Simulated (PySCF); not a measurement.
Atom-mapped SMILES (the numbers label the heavy atoms): `[BH3-:1][PH3+:2]`. Each H is labelled by its parent atom.

Theoretical values (PySCF 2.14.0 with density-fitted response routines): geometry from PBE0-D3(BJ)/def2-TZVP, σ from GIAO-B97-2/pcSseg-2. In vacuum, fast rotation and ring inversion assumed for equivalent nuclei, a single conformation, non-relativistic.

References, each an isolated molecule treated in the same way: 1H vs TMS; BF3·OEt2 for 11B; H3PO4 for 31P.

```json
{"atoms": "H(P2)", "nucleus": "1H", "count": "3", "δ (ppm)": "?"}
{"atoms": "B1", "nucleus": "11B", "count": "1", "δ (ppm)": "-52.6"}
{"atoms": "P2", "nucleus": "31P", "count": "1", "δ (ppm)": "-121.9"}
{"atoms": "H(B1)", "nucleus": "1H", "count": "3", "δ (ppm)": "?"}
```

Task: Complete the table.

Result: 
- H(P2): 4.36 ppm, hydrogen on a phosphorus bonded to B
- H(B1): 1.01 ppm, hydrogen on a boron bonded to P

Hydrogens on boron are broadened and split by 11B (spin 3/2, 80 %) and 10B (spin 3). Experimental scales use liquid or dissolved standards, which lie at an offset from isolated H3PO4.
